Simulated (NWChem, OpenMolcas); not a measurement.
# The same job for OpenMolcas

This NWChem 7.3.0 job computes singlet [NH2]+:

h2n.xyz:
```
3
H2N
N      0.337090    -0.200010     0.166180
H      0.130750     0.805920     0.159430
H     -0.467840    -0.605900    -0.325600
```

h2n.nw:
```
start h2n
title "H2N"
memory 1800 mb
charge 1

geometry noautosym nocenter noautoz
  load format xyz h2n.xyz
end

basis spherical bse
  * library def2-TZVPPD
end

scf
  nopen 0
  rhf
  thresh 1e-08
  maxiter 80
  noprint "final vectors analysis"
end

ccsd
  freeze core 1
  maxiter 60
end

task ccsd(t) energy
```

```bash
$ nwchem h2n.nw > h2n.out
```

The coordinates come from a PBE0-D4/def2-TZVP relaxation. That shape belongs to the parent species and isn't relaxed for this state.

It gives a total energy of -55.341295 Eh.

Task: Translate the job to OpenMolcas 26.06 as an input file of the program's own.

Result: This input was run:

calc.inp:
```
&GATEWAY
 BasLib=$CurrDir
 Coord
 3
 angstrom
 N        0.337090      -0.200010       0.166180
 H        0.130750       0.805920       0.159430
 H       -0.467840      -0.605900      -0.325600
 Basis=def2-TZVPPD
 Group=NoSym

&SEWARD

&SCF
 Charge=1
 Thresholds=1e-10 1e-07 1e-07 1e-05
 PrOrbitals=0

&RASSCF
 FileOrb=$Project.ScfOrb
 Spin=1
 Nactel=0 0 0
 Inactive=4
 Ras2=0
 OutOrbitals=Canonical
 OrbListing=Nothing

&MOTRA
 JobIph
 Frozen=1

&CCSDT
 CCT
 Triples=2
 Iterations=80
 Accuracy=1e-08
 Extrapolation=5 4
```

```bash
$ export MOLCAS_MEM=1860
$ pymolcas calc.inp > calc.log
```

(Basis files named in the input come from the Basis Set Exchange and aren't shown.)

Its energy is -55.341295 Eh, the same as the first but for the last digit, at most.
